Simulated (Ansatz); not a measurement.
This geometry of C4H7N (12 atoms, charge 0, multiplicity 1) is a first-order saddle point.

Theory: Ansatz 0.2.0, RKS r2SCAN-D4/STO-3G.

```xyz
12
Properties=species:S:1:pos:R:3
C -1.948 0.581 0.206
C -0.854 -0.188 0.338
C 0.509 0.144 -0.212
C 1.626 -0.890 0.049
N 0.846 1.230 -0.895
H -2.914 0.285 0.629
H -1.928 1.538 -0.330
H -0.926 -1.140 0.884
H 1.243 -1.748 0.618
H 2.447 -0.426 0.615
H 2.039 -1.251 -0.905
H -0.061 1.809 -0.965
```

Question: Which two structures does it join? (They come from a converged band through this point; their orientation in space is the band's.)

Answer: No bond is made or broken. The dihedral N5–C3–C4–H10 goes from 0 to 121°. The two ends are copies of one structure, up to a mirror image or an exchange of like atoms.

Image 0:

```xyz
12
Properties=species:S:1:pos:R:3
C -1.981 0.438 -0.159
C -0.874 -0.302 0.016
C 0.537 0.228 -0.014
C 1.639 -0.821 0.213
N 0.919 1.482 -0.213
H -2.982 -0.006 -0.124
H -1.936 1.520 -0.341
H -0.967 -1.383 0.197
H 1.508 -1.307 1.193
H 2.624 -0.338 0.175
H 1.587 -1.603 -0.561
H 0.003 2.036 -0.347
```

Image 8:

```xyz
12
Properties=species:S:1:pos:R:3
C -1.893 0.648 0.373
C -0.800 -0.129 0.446
C 0.492 0.120 -0.288
C 1.593 -0.928 -0.056
N 0.772 1.130 -1.100
H -2.805 0.414 0.933
H -1.926 1.551 -0.251
H -0.815 -1.027 1.081
H 1.247 -1.923 -0.378
H 1.844 -0.989 1.015
H 2.491 -0.655 -0.625
H -0.123 1.733 -1.115
```

Question: How far does it lie above each of them?

Answer: 0.068 eV above the first and 0.068 eV above the second. This is the barrier of this one path; another mechanism may lie lower. Limits of this set-up: minimal basis.

The run took 2.1 min on 1 thread of Arm Neoverse V2, on a shared host, peak memory 0.11 GiB.
